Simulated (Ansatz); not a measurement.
# CH4O2S: the cost of one run

All numbers are computed with Ansatz 0.2.0 through its Python package. The levels of theory stand in the script.

## (1) The system

Bond lengths: O1–C2 1.368 Å, C2–O3 1.384 Å, C2–S4 1.787 Å, O1–H5 1.022 Å, C2–H6 1.104 Å, O3–H7 1.003 Å, S4–H8 1.346 Å. Angles: O1–C2–O3 105.6°, O1–C2–S4 110.1°, O1–C2–H6 112.2°, O3–C2–S4 108.4°, O3–C2–H6 108.7°, S4–C2–H6 111.6°, C2–O1–H5 104.5°, C2–O3–H7 105.4°, C2–S4–H8 93.6°.

The script holds or builds the structure itself.

## (2) The script

ch4o2s.py

```python
# -*- coding: utf-8 -*-
from pathlib import Path

import ansatz as az
import numpy as np

molecule = (
    az.Crystal.molecule()
    .atom("O", [-0.8862, 0.1712, -0.8412])
    .atom("C", [-0.1264, 0.283, 0.2909])
    .atom("O", [1.1109, 0.7331, -0.1342])
    .atom("S", [0.0871, -1.3215, 1.0472])
    .atom("H", [-1.0391, 1.1354, -1.1423])
    .atom("H", [-0.5442, 1.0154, 1.0042])
    .atom("H", [1.6868, -0.0855, -0.1929])
    .atom("H", [-0.1967, -1.9882, -0.0875])
)

calculation = molecule.calculation().basis(gaussian="cc-pVDZ")

print("functional    E (Ha)        dipole (D)   HOMO (eV)  LUMO (eV)")
for name in ["r2scan", "hf", "lda", "pbe", "b3lyp"]:
    r = calculation.functional(name).forces().orbitals().run(threads=1, backend="cpu", runs_dir="runs").report
    lines = Path(r["orbitals_path"]).read_text().splitlines()
    field_of = lambda key: [line.split("=")[1].strip() for line in lines if line.startswith(key)]
    orbitals = [(27.211386 * float(e), s, float(n)) for e, s, n in zip(field_of("Ene="), field_of("Spin="), field_of("Occup="))]
    homo = max(e for e, _, n in orbitals if n > 0.5)
    lumo = min(e for e, _, n in orbitals if n < 0.5)
    dipole = 4.803205 * np.linalg.norm(r["charge_distribution"]["dipole_moment_e_ang"])
    print(f"{name:10s} {r['free_energy_ev'] / 27.211386246:14.6f} {dipole:9.3f} {homo:11.3f} {lumo:10.3f}")
```

## (3) The calls as engine input

The package turns the script's settings into the engine's input (first run):

```yaml
crystal:
  periodic: [false, false, false]
  atoms:
    - { symbol: O, position_ang: [-0.8862, 0.1712, -0.8412] }
    - { symbol: C, position_ang: [-0.1264, 0.283, 0.2909] }
    - { symbol: O, position_ang: [1.1109, 0.7331, -0.1342] }
    - { symbol: S, position_ang: [0.0871, -1.3215, 1.0472] }
    - { symbol: H, position_ang: [-1.0391, 1.1354, -1.1423] }
    - { symbol: H, position_ang: [-0.5442, 1.0154, 1.0042] }
    - { symbol: H, position_ang: [1.6868, -0.0855, -0.1929] }
    - { symbol: H, position_ang: [-0.1967, -1.9882, -0.0875] }
basis:
  gaussian:
    orbitals: cc-pVDZ
hamiltonian:
  xc: r2scan
output:
  orbitals: {}
  forces: true
```

## (4) The run

The run is started by

```bash
python ch4o2s.py
```

**Question.** How long does this script take on 1 thread of Arm Neoverse V2, shared host, and how much memory does it need?

About 9.8 s, with a peak of 0.23 GiB.
